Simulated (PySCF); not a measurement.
PySCF job for nitrous oxide (N₂O), SMILES N#[N+][O-], SMD-M06-2X/def2-SVP. Geometry: PBE0-D3(BJ)/def2-TZVP.

```python
import numpy as np
from pyscf import gto, scf, dft
from pyscf.solvent import smd

mol = gto.M(
    atom='''
    N     0.00000000    0.00000000   -1.18943265
    N     0.00000000    0.00000000   -0.07130375
    O     0.00000000    0.00000000    1.10314435
    ''',
    basis='def2-SVP',
    charge=0,
    spin=0,
    max_memory=1600,
    verbose=3,
)
mf = dft.RKS(mol, xc='m06-2x').density_fit(auxbasis='def2-universal-jkfit')
mf.grids.level = 4
mf.conv_tol = 1e-9
mf.max_cycle = 100
mf.kernel()
res = {}
for name in ['water', 'acetonitrile', 'benzene']:
    s = mf.SMD()
    s.with_solvent.solvent, s.with_solvent.sasa_ng = name, 302
    s.kernel(mf.make_rdm1())
    res[name] = (s.e_tot, s.with_solvent.get_cds(), s.dip_moment(), s.mo_energy, s.converged)
    print(f'SMD {name}: dG(solv) = {(s.e_tot - mf.e_tot) * 627.509474:.3f} kcal/mol, of which CDS {res[name][1] * 627.509474:.3f}')
```

Program output:

```
converged SCF energy = -184.444783962082
converged SCF energy = -184.444906787189
Dipole moment(X, Y, Z, Debye): -0.00000, -0.00000, -0.33939
SMD water: dG(solv) = -0.077 kcal/mol, of which CDS 2.239
converged SCF energy = -184.442854270455
Dipole moment(X, Y, Z, Debye): -0.00000, -0.00000, -0.20895
SMD acetonitrile: dG(solv) = 1.211 kcal/mol, of which CDS 2.824
converged SCF energy = -184.442261280524
Dipole moment(X, Y, Z, Debye): -0.00000, -0.00000, -0.20557
SMD benzene: dG(solv) = 1.583 kcal/mol, of which CDS 2.215
```

The run converged.
